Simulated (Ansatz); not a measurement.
Results of PBE+U (ortho-atomic projectors) (Ansatz, a first-principles code, PAW) for rutile MnF2.

Numerical settings: plane-wave cutoff 500 eV, 8×8×12 k mesh (along the axes of the cell as run), Fermi–Dirac smearing 0.05 eV, U_eff Mn 3.9 eV, spin-polarised with opposed moments, scalar-relativistic PAW data made under PBE.

Cell (relaxed at this level):

```xyz
6
Lattice="4.9835 0.0000 0.0000 0.0000 4.9835 0.0000 0.0000 0.0000 3.3637" Properties=species:S:1:pos:R:3 pbc="T T T"
Mn     0.0000     0.0000     0.0000
Mn     2.4917     2.4917     1.6818
F      1.5201     1.5201     0.0000
F      4.0119     0.9716     1.6818
F      0.9716     4.0119     1.6818
F      3.4634     3.4634     0.0000
```

Q: Give the computed magnetic moment (largest site, within a sphere) and band gap.

A: 
- magnetic moment (largest site, within a sphere): 4.28 μB
- band gap: 3.61 eV (on the SCF k mesh)

Measured, for comparison: band gap 9.9 eV (temperature not stated, no zero-point or thermal correction, the source doubts the polymorph; as tabulated in Das and Bazhirov (2019), arXiv:1808.05325). Computed (rounded) less measured: band gap not scored (a reference that its source doubts or gives as a wide range).

Moments are spin moments.

Computing time: around 5 core-minutes (rough).
